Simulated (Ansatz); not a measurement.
How far each method lies from RCCSDT(Q) for CH5N, singlet

Geometry: MP2(full)/6-31G*, from the G2/97 set.

```yaml
atoms:
  - { symbol: C, position_ang: [0.0302, 0.7392, 0.0000] }
  - { symbol: N, position_ang: [0.0302, -0.7249, 0.0000] }
  - { symbol: H, position_ang: [-0.9632, 1.2110, 0.0000] }
  - { symbol: H, position_ang: [-0.4797, -1.0647, 0.8124] }
  - { symbol: H, position_ang: [-0.4797, -1.0647, -0.8124] }
  - { symbol: H, position_ang: [0.5713, 1.0915, 0.8807] }
  - { symbol: H, position_ang: [0.5713, 1.0915, -0.8807] }
```

Basis cc-pVTZ; Ansatz 0.2.0. Only valence electrons are correlated (noble-gas cores frozen), which leaves 14 electrons in 128 orbitals. R marks a restricted (for open shells ROHF) determinant. Active spaces: valence = (14e, 13o) chosen from the atoms' valence shells.

Full CI isn't at hand for all of this; RCCSDT(Q) serves as the reference, and is uncertain by about the last step of the cluster series.

The UHF ⟨S²⟩ is 0.000 and the T1 diagnostic (RCCSD) is 0.0075. The largest doubles amplitude (RCCSD) is 0.020.

```csv
level,E − E(RHF) (eV)
RMP2,-11.0157
RCCSD,-11.6754
RCCSD(T),-12.0794
```

Problem. Estimate how far RCCSDT(Q) in cc-pVTZ lies from RCCSD(T). The table doesn't fix it; the size of (T) and the diagnostics are the guide.

Solution. RCCSDT(Q) in cc-pVTZ lies 2.4 kJ/mol below RCCSD(T), which is 6 % of the (T) step (-39.0 kJ/mol). The diagnostics are small and one determinant leads, so the series closes fast and only a small part of (T) is left.

The other levels:

```csv
level,E − E(RCCSDT(Q)) (kJ/mol),share of correlation (%),wall time
BCCD(T),2.3,99.80,4.5 s (H100)
RCCSDT,1.5,99.87,–
CASSCF (valence space),792.3,32.16,–
NEVPT2 (valence space),153.0,86.90,15 s (H100)
```

The correlation energy at RCCSDT(Q), counted from RHF, is -12.105 eV. That run took 18 s on 5 threads of AMD EPYC 7R13 with a whole H100 80 GB, shared host.

Times hold each run's SCF and search for its determinant on a shared host, so for small cases they say little of a method's own cost.

Natural occupations of CASSCF (valence space) about the gap: 1.980 1.978 1.977 1.976 1.973 0.027 0.023 0.023 0.021 0.021; effectively unpaired electrons, Σ n²(2−n)², 0.02.

Atomization energy (electronic, same basis, no zero-point term; atoms at the same level, unrestricted beside the R rows where the molecule is a closed shell, with restricted open-shell steps beyond CCSDT(Q)) at RCCSDT(Q): 2368.8 kJ/mol. Errors of other levels:

```json
{"level": "RHF", "error (kJ/mol)": "-632.1"}
{"level": "RMP2", "error (kJ/mol)": "3.2"}
{"level": "RCCSD", "error (kJ/mol)": "-27.8"}
{"level": "RCCSD(T)", "error (kJ/mol)": "-0.2"}
{"level": "BCCD(T)", "error (kJ/mol)": "0.5"}
{"level": "RCCSDT", "error (kJ/mol)": "-1.3"}
{"level": "CASSCF (valence space)", "error (kJ/mol)": "-285.1"}
{"level": "NEVPT2 (valence space)", "error (kJ/mol)": "-57.4"}
```

This basis is far from its limit, so the value isn't to be set against a measured one.
